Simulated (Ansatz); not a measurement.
The input, for Ansatz 0.2.0:

```yaml
crystal:
  periodic: [false, false, false]
  atoms:
    - {symbol: O, position_ang: [-1.206842, -0.027457, 0.000000]}
    - {symbol: H, position_ang: [-1.456152, 0.899119, 0.000000]}
    - {symbol: H, position_ang: [-0.247313, -0.027457, 0.000000]}
    - {symbol: O, position_ang: [1.314158, -0.027457, 0.000000]}
basis:
  gaussian: {orbitals: cc-pVDZ}
magnetization: {spin_polarized: true, initial_magnetization: 2}
correlation: {method: bccd_t, electrons: valence}
output: {forces: true}
```

```sh
$ ansatz run in.yaml --threads 1 --pin off --events-out ev --progress --plain --max-ram 2393MiB
```

Question: Roughly how long does this take on 1 thread of AMD EPYC 7R43, shared host, and how much host memory?

Answer: 11 s wall and 0.17 GiB.

```
343 factors; integrals over basis functions are off by at most 1.4e-3 eV
mean field evaluation 1: about -4100.9904 eV, gradient 2.6e1 eV
mean field evaluation 2: about -4101.0116 eV, gradient 2.6e1 eV
mean field evaluation 4: about -4103.5902 eV, gradient 2.0e0 eV
mean field evaluation 8: about -4103.6315 eV, gradient 3.0e-1 eV
mean field evaluation 16: about -4103.6341 eV, gradient 1.5e-6 eV
mean field evaluation 32: about -4103.6334 eV, gradient 2.2e-2 eV
mean field evaluation 64: about -4103.6318 eV, gradient 8.6e-2 eV
mean field evaluation 96: about -4103.5010 eV, gradient 1.9e0 eV
mean field evaluation 128: about -4103.5764 eV, gradient 1.5e-1 eV
mean field evaluation 160: about -4103.5214 eV, gradient 1.6e-1 eV
...
cycle  12  -9.01378909 eV  change   -4.3e-6 eV  update   2.4e-5
cycle  13  -9.01379677 eV  change   -7.7e-6 eV  update   1.7e-5
cycle  14  -9.01375771 eV  change    3.9e-5 eV  update   9.7e-6
cycle  15  -9.01375747 eV  change    2.4e-7 eV  update   5.0e-6
cycle  16  -9.01376160 eV  change   -4.1e-6 eV  update   3.1e-6
cycle  17  -9.01376269 eV  change   -1.1e-6 eV  update   1.5e-6
cycle  18  -9.01376164 eV  change    1.1e-6 eV  update   5.2e-7
cycle  19  -9.01376172 eV  change   -8.4e-8 eV  update   2.0e-7
cycle  20  -9.01376188 eV  change   -1.5e-7 eV  update   7.7e-8
cycle  21  -9.01376178 eV  change    1.0e-7 eV  update   3.9e-8
perturbative correction -0.12406812 eV, -0.0045594193 hartree
the calculation of the forces begins
Total energy: -4112.77190683 eV, -151.1415798391 hartree
Atom 0 at    -1.206842    -0.027457     0.000000 Å, force    -1.072118    -0.388356    -0.000000 eV/Å
Atom 1 at    -1.456152     0.899119     0.000000 Å, force     0.019247     0.265556     0.000000 eV/Å
Atom 2 at    -0.247313    -0.027457     0.000000 Å, force    -0.624337     0.144440     0.000000 eV/Å
Atom 3 at     1.314158    -0.027457     0.000000 Å, force     1.677207    -0.021640    -0.000000 eV/Å
Dipole moment:     0.400011     0.303948    -0.000000 e Å
```

Forces (eV/Å):
```
O   -1.072 -0.388  0.000
H    0.019  0.266  0.000
H   -0.624  0.144  0.000
O    1.677 -0.022  0.000
```
